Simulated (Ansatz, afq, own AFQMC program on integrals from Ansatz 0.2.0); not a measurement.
## Where AFQMC and coupled cluster stand for NH₃, singlet

```xyz
4

N    -0.0051   -0.0098   -0.0623
H     0.9331    0.0032    0.3182
H    -0.4881    0.7985    0.3099
H    -0.3740   -0.6659    0.2370
```

Basis 6-31G. Noble-gas cores (and the filled d shells of Ga–Kr and In–Xe) are frozen. Integrals, coupled cluster, full CI and functionals: Ansatz 0.2.0; the random walks run on the same integrals in our own AFQMC program. The CISD trial takes its coefficients from CCSD amplitudes. Released means that phaseless walkers are propagated on without the constraint, phases kept. Free AFQMC starts from the CCSD state and is never constrained. Its projection time is finite, and what remains of the start isn't in its error. ± is one standard error of the sampling.

Determinant: RHF, the one that the program's search chose, which needn't be the lowest solution. The geometry is a point of a scan.

Full CI on the same integrals is exact in this basis and with this determinant's frozen core.

The T1 diagnostic is 0.0054. The weight of the determinant in the CISD state is 0.956 and the size of the correlated space is 8 electrons in 14 orbitals.

| level | correlation energy (eV) |
| --- | --- |
| MP2 | -2.9739 |
| CCSD | -3.3103 |
| CCSD(T) | -3.3425 |

(1) Estimate where phaseless AFQMC with a CISD trial lies against CCSD(T) on the same integrals.

(1) 10.2 ± 1.5 meV below CCSD(T).

Reference: full CI, correlation energy -3.353 eV. The released energy is read at 2.40 1/Eh (meV from the phaseless value at times in 1/Eh: 1.2 ± 1.5 at 0.24, 0.5 ± 1.0 at 0.51, -0.3 ± 1.3 at 0.99, -1.1 ± 0.7 at 1.62, -0.3 ± 0.9 at 2.40).

```tsv
level	E − E(reference) (meV)	share of correlation (%)
CCSD(T)	10.0	99.70
CCSDT	6.9	99.80
CCSDT(Q)	0.1	100.00
CCSDTQ	0.3	99.99
ph-AFQMC/HF	6.2 ± 22.0	99.82
ph-AFQMC/CISD	-0.2 ± 1.5	100.01
released AFQMC	-0.4 ± 0.9	100.01
free AFQMC	-1.1 ± 1.1	100.03
```

CCSDT and higher add their correlation energy to the determinant of the CCSD(T) run, since their own runs factorise the integrals more tightly (a shift of under 2 meV). Free projections are given only where their last times agree within the noise and don't stop above the reference; a slow remainder of the start can still hide under it. A walk keeps the symmetry of its determinant, which the program's search chose and which needn't be the lowest solution, so a lower state of the same spin and another symmetry isn't excluded. Released energies are given only where the last usable release times agree within the noise; a slower fall can still hide under it.
